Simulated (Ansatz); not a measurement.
System: cubic perovskite KTaO3. Method: Hartree–Fock (plane waves, PAW; Ansatz, an electronic-structure program).

Numerical settings: plane-wave cutoff 460 eV, 6×6×6 k mesh, Fermi–Dirac smearing 0.01 eV, scalar-relativistic PAW data made under PBE.

Computed points:

| V (Å³/atom) | E − E_lowest (meV/atom) | P (GPa) |
|---|---|---|
| 12.075 | 26.19 | 13.62 |
| 12.392 | 6.39 | 6.49 |
| 12.776 | 0.00 | -0.96 |
| 13.028 | 4.94 | -5.26 |
| 13.346 | 20.26 | -10.09 |

Estimate the bulk modulus from the pressures at 12.392 and 13.028 Å³/atom, and compare it with a fit to all energies.

B = −V dP/dV. Between V = 12.392 and 13.028 Å³/atom, dP/dV = (-5.26 − (6.49))/(13.028 − 12.392) = -18.5 GPa per Å³/atom; at the midpoint 12.710 Å³/atom this gives B ≈ 235 GPa. The third-order Birch–Murnaghan fit gives V0 = 12.723 Å³/atom, B0 = 233 GPa, B′ = 4.2, which lies within 1 % of that estimate.

Measured, for comparison: bulk modulus 220 GPa (temperature not stated, no zero-point or thermal correction; as tabulated in Tinte et al. (1998), arXiv:cond-mat/9809379). Computed (rounded) less measured: bulk modulus +6 %. A static lattice is as a rule a little smaller and stiffer than an uncorrected measurement, which narrows the difference in the bulk modulus and would widen misses of the other sign.

Spin–orbit coupling is not included.

The computed numbers hold no vibrational or temperature effects.
